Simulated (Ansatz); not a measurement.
Step by step: V, relaxation of cell and atoms

These are results of Ansatz 0.2.0, DFT, PBE, PAW with Ansatz's default frozen-core files, scalar-relativistic, not measurements.

Command: `ansatz run input.yaml --threads 1 --pin off --max-ram 3072MiB --backend cpu --events-out ev --progress --plain --runs-dir out` The run took about 21 s on 1 thread of a shared machine.

```yaml
crystal:
  lattice:
    - [-1.4617678575, 1.4617678575, 1.4617678575]
    - [1.4617678575, -1.4617678575, 1.4617678575]
    - [1.4617678575, 1.4617678575, -1.4617678575]
  atoms:
    - { symbol: V, position: [0.0, 0.0, 0.0], spin: 1.5 }
magnetization:
  spin_polarized: true
kpoints:
  mp_grid: { grid: [16, 16, 16] }
scf:
  occupations: { method: fermi_dirac, width: 0.05 }
hamiltonian:
  xc: pbe
  pseudopotentials: { kind: paw }
output:
  forces: true
  stress: true
relax:
  f_tol: 0.005
  max_steps: 80
  cell: {}
```

The run is spin-polarised from parallel moments and ends with 0.00 μB in the cell; other orders may lie lower.

The cell is built from the bcc type as a first guess.

The cutoff is 420 eV; energies and pressures of the walk include the program's estimate of the Pulay term.

Each frame lists the cell vectors (Å), then Cartesian positions (Å); symmetry keeps all forces zero. Free energies count from the first step, -2912.3710 eV.

The walk took 5 evaluations in all; steps that aren't listed are left out.

Step 1: E = 0.0 meV, P = 15.60 GPa

```
cell -1.4618 1.4618 1.4618 1.4618 -1.4618 1.4618 1.4618 1.4618 -1.4618
V     0.0000    0.0000    0.0000
```

Step 2: E = -43.8 meV, P = 1.58 GPa

```
cell -1.4946 1.4946 1.4946 1.4946 -1.4946 1.4946 1.4946 1.4946 -1.4946
V     0.0000    0.0000    0.0000
```

(1) How does the relaxation end?

Answers

(1) It converges, with a = 2.998 Å, b = 2.998 Å, c = 2.998 Å, α = 90.00°, β = 90.00°, γ = 90.00° (conventional cell, space group Im-3m). The last solve (on a basis chosen afresh for the final cell, so its energy is not quite comparable) gives E = -45.0 meV, P = 0.05 GPa:
```
cell -1.4989 1.4989 1.4989 1.4989 -1.4989 1.4989 1.4989 1.4989 -1.4989
V     0.0000    0.0000    0.0000
```
